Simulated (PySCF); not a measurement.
Basis set benchmark on one molecule

Molecule: dimethylphosphine (SMILES P(C)C).

Numbering as in the mapped SMILES `[CH3:1][PH:2][CH3:3]`. Hydrogens are named by the atom that carries them.

Geometry PBE0-D3(BJ)/def2-SVP throughout; GIAO in PySCF, gas phase, one conformer, non-relativistic; equivalent atoms averaged; functional PBE0.

Reference values (measured; solution; E. Pretsch, P. Bühlmann, M. Badertscher, Structure Determination of Organic Compounds, 4th ed., Springer 2009): δ(H(P2)) = 3.13 ppm, δ(H(C1)/H(C3)) = 1.06 ppm. Computed shifts are taken against TMS, calculated as an isolated molecule at each level.

Task: How do the basis sets pcSseg-0, cc-pVDZ, aug-cc-pVDZ, IGLO-III, cc-pVTZ perform against the reference? Times are CPU seconds on 1 thread of an Arm Neoverse V1, shared host.

Result: 
```
  basis set  functions  H(P2)  H(C1)/H(C3)  mean abs. error H  core-s
   pcSseg-0         45   3.52         0.91               0.27     2.2
    cc-pVDZ         81   3.13         0.97               0.05     3.9
aug-cc-pVDZ        136   3.35         1.13               0.15     7.2
   IGLO-III        184   3.41         1.08               0.15     9.7
    cc-pVTZ        192   3.36         1.04               0.12      11
```

For $^{1}$H the closest is cc-pVDZ (0.05 ppm) and the furthest pcSseg-0 (0.27 ppm). Where a smaller basis beats a larger one, errors probably cancel. One molecule is a small sample, and vibrational and solvent effects are absent from the calculation.

A small basis that lands close on one nucleus may do so by chance; judge by the trend and by all nuclei.
